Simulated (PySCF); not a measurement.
methylamine cation (CH₅N), SMILES NC (connectivity only; charge and spin as stated), charge +1, multiplicity 2. Atoms are numbered in the order given.

```xyz
7

C     -0.7026     0.0160     0.0000
N      0.7079     0.0082     0.0000
H     -1.0905     0.4660     0.9145
H     -1.0905     0.4660    -0.9145
H     -1.0446    -1.0458     0.0000
H      1.2431    -0.0199     0.8685
H      1.2431    -0.0199    -0.8685
```
Charge +1, spin multiplicity 2.

Geometry: B3LYP-D3(BJ)/def2-TZVP. The multiplicity is an assumed one; other spin states were not compared.

Method: PBE/pcH-1 (PySCF).

Unrestricted Kohn–Sham, ⟨S²⟩ = 0.753. Hyperfine tensors hold the contact and dipolar terms, without spin-orbit corrections.

Question: Estimate the hyperfine couplings. (Estimate from the structure and the level; the computed values follow.)

Answer: 
```tsv
nucleus	A(iso) (MHz)	A(iso) (G)	dipolar principal values (MHz)
13C no. 1	-33.0	-11.8	-12.7, -6.4, 19.1
14N no. 2	29.2	10.4	-40.9, -40.9, 81.8
1H no. 3	73.5	26.2	-8.0, -4.9, 13.0
1H no. 4	73.5	26.2	-8.0, -4.9, 13.0
1H no. 5	349.1	124.6	-11.3, -6.7, 18.0
1H no. 6	-57.5	-20.5	-45.6, -10.5, 56.2
1H no. 7	-57.5	-20.5	-45.6, -10.5, 56.2
```

Question: And the g tensor (effective nuclear charges for spin-orbit coupling, GIAO)? (The exact figures need the calculation; the answer reports its results.)

Answer: principal values 2.0022, 2.0040, 2.0046; isotropic 2.0036.
